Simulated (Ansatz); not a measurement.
# BH7NSi: the cost of one run

All numbers below are computed with Ansatz 0.2.0 (UKS B3LYP/6-31G*).

## (1) The system as given

Bond lengths: B1–N3 1.550 Å, N3–H4 1.060 Å, N3–H5 1.060 Å, B1–H6 1.190 Å, Si7–H8 1.460 Å, Si7–H9 1.460 Å, Si7–H10 1.460 Å. Angles: B1–N3–H4 120.0°, B1–N3–H5 120.0°, H4–N3–H5 120.0°, N3–B1–H6 120.0°, H8–Si7–H9 109.4°, H8–Si7–H10 109.4°, H9–Si7–H10 109.4°.

As a file:

```xyz
10

B     0.0000    0.0000    0.0000
H     0.0000    0.0000    1.4400
N     1.3423    0.0000   -0.7750
H     1.8089   -0.9179   -1.0268
H     1.7937    0.9179   -1.0532
H    -1.0305    0.0000   -0.5950
Si    0.0000    0.0000    3.2000
H    -0.7436   -1.1581    3.6874
H     1.3747   -0.0649    3.6874
H    -0.6311    1.2230    3.6874
```

## (2) Pulling towards end A

Springs on the bonds that form and break draw the guess towards this end; the thresholds are loose.

input.yaml reads:

```yaml
crystal:
  periodic: [false, false, false]
  atoms:
    - { symbol: B, position_ang: [0.0, 0.0, 0.0] }
    - { symbol: H, position_ang: [0.0, 0.0, 1.44] }
    - { symbol: "N", position_ang: [1.3423, 0.0, -0.775] }
    - { symbol: H, position_ang: [1.8089, -0.9179, -1.0268] }
    - { symbol: H, position_ang: [1.7937, 0.9179, -1.0532] }
    - { symbol: H, position_ang: [-1.0305, 0.0, -0.595] }
    - { symbol: Si, position_ang: [0.0, 0.0, 3.2] }
    - { symbol: H, position_ang: [-0.7436, -1.1581, 3.6874] }
    - { symbol: H, position_ang: [1.3747, -0.0649, 3.6874] }
    - { symbol: H, position_ang: [-0.6311, 1.223, 3.6874] }
magnetization:
  spin_polarized: true
  initial_magnetization: 1
basis:
  gaussian: { orbitals: "6-31G*" }
hamiltonian:
  xc: b3lyp
relax:
  f_tol: 0.15
  max_steps: 25
  restrain:
    - { distance: [1, 6], at: 2.66, k: 30.0 }
    - { distance: [0, 1], at: 1.19, k: 30.0 }
```

Launch:

```sh
ansatz run input.yaml --threads 1 --pin off --max-ram 2048MiB --backend cpu --events-out ev --progress --plain --runs-dir out
```

**Question.** How long does this run take on 1 thread of Arm Neoverse V1, shared host, and how much memory does it need?

About 45 s, with a peak of 0.16 GiB.
